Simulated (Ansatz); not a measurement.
```yaml
crystal:
  periodic: [false, false, false]
  atoms:
    - {symbol: N, position_ang: [-1.165740, -0.180352, -0.001857]}
    - {symbol: Si, position_ang: [0.448683, -0.075367, -0.000505]}
    - {symbol: Si, position_ang: [2.620410, -0.251611, -0.001359]}
    - {symbol: H, position_ang: [-1.903352, 0.507329, 0.003722]}
basis:
  gaussian: {orbitals: def2-TZVP}
hamiltonian: {xc: pbe0}
relax: {f_tol: 0.004, max_steps: 80}
```

```sh
$ ansatz run in.yaml --threads 1 --pin off --events-out ev --progress --plain --max-ram 2176MiB
```

Steps of the relaxation (energy above the last step; positions in Å, forces in eV/Å):

```
4
step 1, 55.4 meV
N    -1.166   -0.180   -0.002    1.434   -0.186   -0.001
Si    0.449   -0.075   -0.001   -2.330    0.121    0.000
Si    2.620   -0.252   -0.001    0.778   -0.081    0.000
H    -1.903    0.507    0.004    0.118    0.146    0.001
```

```
4
step 2, 9.5 meV
N    -1.168   -0.186   -0.002    0.705   -0.078    0.000
Si    0.427   -0.067    0.000   -0.981    0.039    0.000
Si    2.640   -0.255   -0.001    0.208   -0.026    0.000
H    -1.899    0.508    0.004    0.067    0.065    0.001
```

```
4
step 3, 0.3 meV
N    -1.163   -0.191   -0.002   -0.097   -0.017    0.000
Si    0.412   -0.060    0.000    0.060    0.015    0.000
Si    2.641   -0.257   -0.001    0.026   -0.002    0.000
H    -1.890    0.508    0.004    0.011    0.004    0.000
```

```
4
step 4, 0.2 meV
N    -1.165   -0.191   -0.002   -0.016   -0.022    0.000
Si    0.412   -0.061    0.000    0.010    0.010    0.000
Si    2.644   -0.257   -0.001   -0.003    0.000    0.000
H    -1.891    0.509    0.004    0.009    0.012    0.000
```

```
4
step 5, 0.1 meV
N    -1.166   -0.194   -0.002   -0.041    0.012    0.000
Si    0.412   -0.060    0.000    0.006    0.007    0.000
Si    2.643   -0.256   -0.001   -0.004    0.001    0.000
H    -1.889    0.510    0.004    0.039   -0.020    0.000
```

```
4
step 7, 0.0 meV
N    -1.169   -0.201   -0.002    0.001    0.000    0.000
Si    0.409   -0.062    0.000    0.000   -0.001    0.000
Si    2.640   -0.253   -0.001    0.000    0.001    0.000
H    -1.881    0.515    0.004    0.000    0.001    0.000
```

Close pairs at the end: N1–H4 1.009 Å, N1–Si2 1.585 Å, Si2–Si3 2.239 Å.

A stationary point of restricted PBE0 after 7 steps (its stability towards spin polarisation wasn't tested); no frequencies were run, so it isn't proven a minimum. 31 s on 1 thread of AMD EPYC 7R43, shared host.
